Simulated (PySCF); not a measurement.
# BH3O (BH2(OH)), step by step

Aim: the energy along one coordinate (MP2/pob-TZVP), then the energy along one coordinate (CCSD(T)/pc-1) of BH3O (BH2(OH)). The job is set up through a Python script.

Program for the calculation: PySCF 2.14.0.

### 1 The molecule

The species is BH3O (5 atoms), meant as a singlet with charge 0. As SMILES, `[H]B([H])O`. Geometry: relaxed at GFN2-xTB.

Bond lengths: B1–O4 1.325 Å, B1–H2 1.172 Å, B1–H3 1.182 Å, O4–H5 0.958 Å. Angles: B1–O4–H5 117.9°, H2–B1–O4 115.8°, H3–B1–O4 122.8°, H2–B1–H3 121.4°.

### 2 The energy along one coordinate at MP2/pob-TZVP (run 1)

job.py reads:

```python
import numpy
from pyscf import gto, mp
from scipy.spatial.transform import Rotation

mol = gto.M(
    atom='''
B      0.270970     0.302480    -0.108500
H      1.403550     0.390040    -0.395610
H     -0.432910     1.251360    -0.080700
O     -0.159420    -0.918700     0.174490
H     -1.082200    -1.025180     0.410320
''',
    verbose=3,
    max_memory=1860,
    basis='pob-tzvp',
)

x0 = mol.atom_coords(unit='angstrom')
axis = x0[0] - x0[3]
r0 = -179.789  # dihedral 5-4-1-2 of the start, degrees
axis /= numpy.linalg.norm(axis)
dm = None
scan, good = [], []
for r in [0, 40, 80, 120, 160]:
    xyz = x0.copy()
    xyz[[0, 1, 2]] = Rotation.from_rotvec(axis * numpy.radians(r - r0)).apply(x0[[0, 1, 2]] - x0[0]) + x0[0]
    mol.set_geom_(xyz, unit='angstrom')
    hf = mol.RHF()
    hf.kernel(dm0=dm)
    dm = hf.make_rdm1()
    pt = mp.MP2(hf, frozen=2).run()
    e_tot = pt.e_tot
    scan.append((r, e_tot))
    good.append(hf.converged)
    print('dihedral = %.1f deg   E = %.8f Eh   converged: %s' % (r, e_tot, good[-1]))

e0 = min(e for r, e in scan)
print('angle   E - Emin (kcal/mol)')
for r, e in scan:
    print('%6.3f %10.3f' % (r, (e - e0) * 627.5095))
```

Launch:

```bash
$ OMP_NUM_THREADS=1 python job.py
```

Log:

```text
converged SCF energy = -101.352289918043
E(RMP2) = -101.602276744531  E_corr = -0.249986826488201
E(SCS-RMP2) = -101.603950892456  E_corr = -0.25166097441344
dihedral = 0.0 deg   E = -101.60227674 Eh   converged: True
converged SCF energy = -101.343880661162
E(RMP2) = -101.592550564154  E_corr = -0.248669902992053
E(SCS-RMP2) = -101.594258979734  E_corr = -0.250378318571833
dihedral = 40.0 deg   E = -101.59255056 Eh   converged: True
converged SCF energy = -101.331475000375
E(RMP2) = -101.577806004563  E_corr = -0.246331004187986
E(SCS-RMP2) = -101.579577709038  E_corr = -0.24810270866315
dihedral = 80.0 deg   E = -101.57780600 Eh   converged: True
converged SCF energy = -101.336947192918
E(RMP2) = -101.584505617647  E_corr = -0.247558424729252
E(SCS-RMP2) = -101.586237796998  E_corr = -0.249290604080688
dihedral = 120.0 deg   E = -101.58450562 Eh   converged: True
converged SCF energy = -101.351001916951
E(RMP2) = -101.600983132521  E_corr = -0.249981215569977
E(SCS-RMP2) = -101.602646712783  E_corr = -0.251644795832296
dihedral = 160.0 deg   E = -101.60098313 Eh   converged: True
angle   E - Emin (kcal/mol)
 0.000      0.000
40.000      6.103
80.000     15.356
120.000     11.152
160.000      0.812
```

Wall time 2 s (1 thread of Arm Neoverse V1, shared host); peak memory 0.14 GiB.

The scan, from its lowest point:

```csv
H5–O4–B1–H2 (°),energy (kJ/mol)
0.000,0.0
40.000,25.5
80.000,64.2
120.000,46.7
160.000,3.4
```

### 3 An energy scan at CCSD(T)/pc-1 (sfX2C) (run 2)

job.py reads:

```python
import numpy
from pyscf import gto, cc
from scipy.spatial.transform import Rotation

mol = gto.Mole()
mol.atom = '''
B      0.270970     0.302480    -0.108500
H      1.403550     0.390040    -0.395610
H     -0.432910     1.251360    -0.080700
O     -0.159420    -0.918700     0.174490
H     -1.082200    -1.025180     0.410320
'''
mol.spin = 0
mol.basis = 'pc-1'
mol.verbose = 3
mol.max_memory = 1860
mol.build()

x0 = mol.atom_coords(unit='angstrom')
axis = x0[0] - x0[3]
r0 = -179.789  # dihedral 5-4-1-2 of the start, degrees
axis /= numpy.linalg.norm(axis)
dm = None
scan, good = [], []
for r in [0, 40, 80, 120, 160]:
    xyz = x0.copy()
    xyz[[0, 1, 2]] = Rotation.from_rotvec(axis * numpy.radians(r - r0)).apply(x0[[0, 1, 2]] - x0[0]) + x0[0]
    mol.set_geom_(xyz, unit='angstrom')
    calc0 = mol.RHF()
    calc0 = calc0.sfx2c1e()
    calc0.kernel(dm0=dm)
    dm = calc0.make_rdm1()
    mycc = cc.CCSD(calc0)
    mycc.kernel()
    e_t = mycc.ccsd_t()
    etot = mycc.e_tot + e_t
    scan.append((r, etot))
    good.append(calc0.converged and mycc.converged)
    print('dihedral = %.1f deg   E = %.8f Eh   converged: %s' % (r, etot, good[-1]))

e0 = min(e for r, e in scan)
print('angle   E - Emin (kcal/mol)')
for r, e in scan:
    print('%6.3f %10.3f' % (r, (e - e0) * 627.5095))
```

Launch:

```bash
$ OMP_NUM_THREADS=1 python job.py
```

Log:

```text
converged SCF energy = -101.35570702822
E(CCSD) = -101.6548926480988  E_corr = -0.2991856198788569
CCSD(T) correction = -0.00584113205265913
dihedral = 0.0 deg   E = -101.66073378 Eh   converged: True
converged SCF energy = -101.346787875614
E(CCSD) = -101.6447603487147  E_corr = -0.2979724731008036
CCSD(T) correction = -0.00572435314396774
dihedral = 40.0 deg   E = -101.65048470 Eh   converged: True
converged SCF energy = -101.333458770839
E(CCSD) = -101.6289527524281  E_corr = -0.2954939815886655
CCSD(T) correction = -0.00545600080137161
dihedral = 80.0 deg   E = -101.63440875 Eh   converged: True
converged SCF energy = -101.339446723706
E(CCSD) = -101.636230135884  E_corr = -0.2967834121778959
CCSD(T) correction = -0.00560553544647669
dihedral = 120.0 deg   E = -101.64183567 Eh   converged: True
converged SCF energy = -101.354488616792
E(CCSD) = -101.6536205236239  E_corr = -0.2991319068322054
CCSD(T) correction = -0.00585647900637223
dihedral = 160.0 deg   E = -101.65947700 Eh   converged: True
angle   E - Emin (kcal/mol)
 0.000      0.000
40.000      6.431
80.000     16.519
120.000     11.859
160.000      0.789
```

Run time: 8.7 s. Hardware: 1 thread of Arm Neoverse V1, shared host; peak memory 0.15 GiB.

The scan, from its lowest point:

```csv
H5–O4–B1–H2 (°),energy (kJ/mol)
0.000,0.0
40.000,26.9
80.000,69.1
120.000,49.6
160.000,3.3
```
